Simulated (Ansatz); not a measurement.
Basis sets over 5 cases of the dipole moment at CCSD(T) with Ansatz (Al to Cl present), each against its own reference: the value in aug-pcseg-3 (pcseg sets are built for DFT). By their distance from other large sets or by the extrapolation step the references are unsure by up to roughly 0.012 D and lie short of the limit. B3LYP-D3(BJ)/def2-TZVP geometries; frozen cores; no added dispersion term; no relativity. Cartesian d functions in some cases of 6-31G**, 6-31+G*, 6-311G**, 6-311+G**. (X+d) sets on Al to Cl for cc-pVXZ and aug-cc-pVXZ. 

Cases are drawn at random; left out are references unsure by over 0.033 D, dipoles under 0.05 D, doubtful singlets, and cases whose largest runs show a restricted determinant unstable towards unrestricted orbitals, <S^2> over 0.1 too high or, where CCSD(T) ran, T1 over 0.025 (0.045 for open shells). Sets are drawn from those converged to one state in every case.

Cases (SMILES) and reference values:
- [Cl][Al] (Al-Cl) (closed-shell singlet): 1.735 D
- S (H2S): 0.974 D
- Cl (HCl): 1.095 D
- [S+]#[C-] (C-S): 1.994 D
- ClF (F-Cl): 0.913 D

**Question.** Rank these sets by mean absolute deviation from the references, smallest first: pcseg-0; def2-SVPD; pcseg-1; 6-31G; 6-311+G**.

**Answer.** def2-SVPD (0.038 D, signed 0.037), 6-311+G** (0.235 D, signed 0.235), pcseg-1 (0.257 D, signed 0.257), pcseg-0 (0.613 D, signed 0.492), 6-31G (0.664 D, signed 0.486)

Ansatz is an electronic-structure program.
